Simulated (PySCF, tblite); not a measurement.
Compound: C4H5OP.
Numbering: `[CH2:1]=[CH:2][CH2:3][P:4]=[C:5]=[O:6]` (hydrogens: H7, H8 on C1; H9 on C2; H10, H11 on C3)

Computed geometry: GFN2-xTB, gas phase.

**Question.** Give the optimised bond lengths and angles.

**Answer.** 
```tsv
bond	length (bohr)	order
C1=C2	2.498	double
C2–C3	2.806	single
C3–P4	3.602	single
P4=C5	3.101	double
C5=O6	2.198	double
C1–H7	2.037	single
C1–H8	2.033	single
C2–H9	2.046	single
C3–H10, C3–H11	2.062	single
```

Bonds in one row agree within 0.02 bohr and their mean is given. Orders are formal, as drawn. A selection of angles:
```tsv
angle	degrees
C2–C1–H7	121.6
C2–C1–H8	121.8
H7–C1–H8	116.5
C1–C2–C3	124.0
C1–C2–H9	120.5
C3–C2–H9	115.6
C2–C3–P4	111.3
C2–C3–H10	112.1
P4–C3–H10	107.8
P4–C3–H11	104.8
H10–C3–H11	109.3
C3–P4–C5	96.9
P4–C5–O6	173.0
```

Torsions: C1–C2–C3–P4 -103° (anticlinal); C2–C3–P4–C5 -60° (synclinal). The mirror-image conformer, all signs reversed, is as good.

The 2 C–C bonds span 1.322 Å (C1=C2, drawn double) to 1.485 Å (C2–C3, drawn single), a spread of 0.163 Å. The 2 C–P bonds span 1.641 Å (P4=C5, drawn double) to 1.906 Å (C3–P4, drawn single), a spread of 0.265 Å. Of the pairs four or more bonds apart, C5···H9 is among the closest relative to their van der Waals radii: 2.84 Å, 98 % of the sum of Bondi's values.

Point group: C1 (no symmetry element, even within 0.4 Å). Its GFN2-xTB frequencies are all real (lowest 33 cm⁻¹). The numbers are those of one conformer. 3 starts were optimised and ended at 0.00, 1.25 and 1.40 kcal/mol (GFN2-xTB); the lowest of these is shown.
